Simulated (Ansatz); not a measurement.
`[O][SiH2]O` radical at its PBE0-D4/def2-TZVP geometry, where that method's forces vanish. The species carries charge 0 and has multiplicity 2.

```xyz
6

O     0.7780    1.0070   -1.2015
Si   -0.1765    0.3268   -0.0438
O    -0.1125   -1.2961    0.1176
H     0.3782    1.0467    1.1425
H    -1.5988    0.6282   -0.3139
H     0.7316   -1.7125    0.2991
```

(1) What forces (eV/Å) does PBE-D4/def2-TZVPP give on these atoms in the Gaussian-basis code of Ansatz? (Estimate.)

## Answers

(1) Ansatz gave: 
```
O1  -0.082  0.077  0.185
Si2  0.344  0.207 -0.661
O3  -0.471 -0.321  0.115
H4   0.084  0.186  0.251
H5  -0.269  0.058  0.042
H6   0.394 -0.207  0.069
```
